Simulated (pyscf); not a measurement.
## Four-centre exchange: O=Mo(F)(F)(F)–F (SMILES [O]=[Mo]([F])([F])([F])[F]) + H₂ (SMILES [H][H]) -> O=MoH(F)(F)–F (SMILES [O]=[MoH]([F])([F])[F]) + HF (SMILES F)

Gas phase, singlet surface, charge 0. Bonds broken: Mo2–F3, H7–H8. Bonds formed: Mo2–H7, F3–H8. Structures and frequencies: ωB97X-D3(BJ)/def2-SVP in PySCF.

Transition state (Å):

```xyz
8

O     -0.3242     0.5082     1.1648
Mo    -1.0468    -0.3844     0.0001
F     -1.0674    -1.5962    -1.7457
F     -2.8376    -0.3675     0.3283
F     -0.7483    -2.0204     0.7602
F     -1.0939     0.9200    -1.2800
H      0.6535    -0.7421    -0.8071
H      0.0727    -1.2294    -1.4119
```

One imaginary mode, 1086i cm⁻¹; descent along it reached the two sides named, in the forms told below.

```csv
bond,change,reactant side (Å),saddle,product side
Mo2–F3,breaks,1.835,2.125,2.491
H7–H8,breaks,0.760,0.970,2.360
Mo2–H7,forms,3.7,1.916,1.695
F3–H8,forms,2.593,1.243,0.930
```

Electronic energies relative to the separated reactants (kcal/mol):

```json
[
 {"level": "ωB97X-D3(BJ)/def2-TZVP", "barrier": "37.9", "reaction energy": "+22.9", "reverse barrier": "15.0"},
 {"level": "PBE/def2-TZVP", "barrier": "34.6", "reaction energy": "+25.7", "reverse barrier": "8.9"},
 {"level": "r²SCAN/def2-TZVP", "barrier": "36.1", "reaction energy": "+28.2", "reverse barrier": "7.9"},
 {"level": "B3LYP-D3(BJ)/def2-TZVP", "barrier": "37.9", "reaction energy": "+23.7", "reverse barrier": "14.2"},
 {"level": "PBE0-D3(BJ)/def2-TZVP", "barrier": "35.6", "reaction energy": "+21.8", "reverse barrier": "13.8"},
 {"level": "M06-2X/def2-TZVP", "barrier": "39.0", "reaction energy": "+19.9", "reverse barrier": "19.1"},
 {"level": "ωB97M-D3(BJ)/def2-TZVP", "barrier": "37.8", "reaction energy": "+21.0", "reverse barrier": "16.8"},
 {"level": "HF/def2-TZVP", "barrier": "51.7", "reaction energy": "+15.7", "reverse barrier": "36.0"}
]
```

With ωB97M-D3(BJ)/def2-TZVP energies and thermal terms (ideal gas, 1 atm, RRHO with modes under 100 cm⁻¹ raised to 100, one conformer, R ln 2 for chiral ones without a mode under 150 cm⁻¹), in kcal/mol:

| T (K) | ΔH‡ | ΔG‡ | ΔH | ΔG |
|---|---|---|---|---|
| 298 | 39.4 | 47.4 | +23.5 | +20.8 |
| 600 | 38.3 | 55.9 | +22.7 | +18.5 |
| 900 | 37.9 | 64.8 | +22.2 | +16.4 |
| 1200 | 38.0 | 73.7 | +21.9 | +14.6 |

On the product side the descent ends in a complex, 6.4 kcal/mol under the separated species and 21.4 kcal/mol under the saddle at ωB97X-D3(BJ)/def2-TZVP. At the saddle there is also a short H–Mo contact that neither side keeps. One saddle was located; it need not be the lowest between these sides. Elements past Kr carry the def2 core potentials, without spin-orbit coupling.
